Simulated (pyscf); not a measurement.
Single points on ωB97X-D3(BJ)/def2-SVP structures (PySCF, gas phase).

Question: For HO–AsH–OH (SMILES O[AsH]O) + AsH₃ (SMILES [AsH3]) -> HO–As(OH)–AsH₂ (SMILES O[As](O)[AsH2]) + H₂ (SMILES [H][H]), a four-centre exchange (singlet surface; As–H, As–H broken, As–As, H–H formed), PBE/def2-TZVP gives ΔE‡ = 146.3 kJ/mol and ΔE = -24.5 kJ/mol (zero: the separated reactants). In which direction and how far do B3LYP-D3(BJ)/def2-TZVP, PBE0-D3(BJ)/def2-TZVP, ωB97M-D3(BJ)/def2-TZVP move these?

Answer: B3LYP-D3(BJ): ΔE‡ = 175.8 kJ/mol, ΔE = -24.8 kJ/mol; PBE0-D3(BJ): ΔE‡ = 169.0 kJ/mol, ΔE = -23.4 kJ/mol; ωB97M-D3(BJ): ΔE‡ = 203.7 kJ/mol, ΔE = -13.0 kJ/mol. PBE's barrier lies under all of them, by 22.7 to 57.4 kJ/mol. Its reaction energy matches one of them and lies within 11.5 kJ/mol of the others. Low barriers are usual for a GGA, whose delocalisation error favours stretched bonds. From the product side, HO–As•–OH + AsH₂• + H₂ lies, by one bond made or cut, 21.0 kJ/mol under this saddle at ωB97M-D3(BJ)/def2-TZVP. This is the saddle that the search found; another between the same sides may lie lower. Elements up to Kr have no core potential and no relativistic terms here.
